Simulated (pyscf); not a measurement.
## Four-centre exchange: H₂Al–AsH₂ + H₂O → HO–AlH–AsH₂ + H₂

Gas phase, singlet surface, charge 0. Bonds broken: Al2–H5, O7–H8. Bonds formed: Al2–O7, H5–H8. Structures and frequencies: ωB97X-D3(BJ)/def2-SVP in PySCF.

Transition state (Å):

```xyz
9

As     1.4717     1.0577    -1.2139
Al     0.5340     0.0222     0.7450
H      1.4261     2.4260    -0.5468
H      0.0918     1.2225    -1.8305
H      0.0180    -1.6408     0.3335
H      1.2272     0.0388     2.1697
O     -1.3404    -0.0103     0.8636
H     -0.8584    -1.1289     0.5864
H     -1.8150     0.0453     1.7030
```

One imaginary mode, 1304i cm⁻¹; descent along it reached the two sides named, in the forms told below.

| bond | change | reactant side (Å) | saddle | product side |
|---|---|---|---|---|
| Al2–H5 | breaks | 1.600 | 1.789 | 2.509 |
| O7–H8 | breaks | 0.968 | 1.249 | 2.7 |
| Al2–O7 | forms | 2.037 | 1.878 | 1.713 |
| H5–H8 | forms | 2.7 | 1.046 | 0.762 |

Electronic energies relative to the separated reactants (kcal/mol):

```csv
level,barrier,reaction energy,reverse barrier
ωB97X-D3(BJ)/def2-TZVP,-5.9,-29.9,24.0
PBE/def2-TZVP,-8.7,-28.7,20.0
r²SCAN/def2-TZVP,-9.9,-31.4,21.5
B3LYP-D3(BJ)/def2-TZVP,-5.9,-30.4,24.5
PBE0-D3(BJ)/def2-TZVP,-7.4,-28.1,20.7
M06-2X/def2-TZVP,-6.6,-32.8,26.2
ωB97M-D3(BJ)/def2-TZVP,-5.1,-29.5,24.4
HF/def2-TZVP,9.2,-26.7,36.0
```

With ωB97M-D3(BJ)/def2-TZVP energies and thermal terms (ideal gas, 1 atm, RRHO with modes under 100 cm⁻¹ raised to 100, one conformer, R ln 2 for chiral ones without a mode under 150 cm⁻¹), in kcal/mol:

```
T (K)   ΔH‡   ΔG‡     ΔH     ΔG
-----  ----  ----  -----  -----
298    -6.1   4.6  -31.6  -29.7
600    -6.2  15.5  -30.6  -28.2
900    -5.6  26.2  -29.7  -27.2
1200   -4.8  36.7  -29.0  -26.4
```

On the reactant side the descent ends in an adduct with a Al–O contact, 22.1 kcal/mol under the separated species and 16.3 kcal/mol under the saddle at ωB97X-D3(BJ)/def2-TZVP. At ωB97X-D3(BJ)/def2-TZVP, PBE, r²SCAN, B3LYP-D3(BJ), PBE0-D3(BJ), M06-2X, ωB97M-D3(BJ) the saddle lies under the separated reactants, which points to a path from their complex (located at ωB97X-D3(BJ) alone). What is counted as formed (Al–O) is already present as a longer contact in the reactant adduct; forming that adduct is a step of its own. At the saddle there is also a short Al–H contact that neither side keeps. This is the saddle that the search found; another between the same sides may lie lower. Elements up to Kr have no core potential and no relativistic terms here.
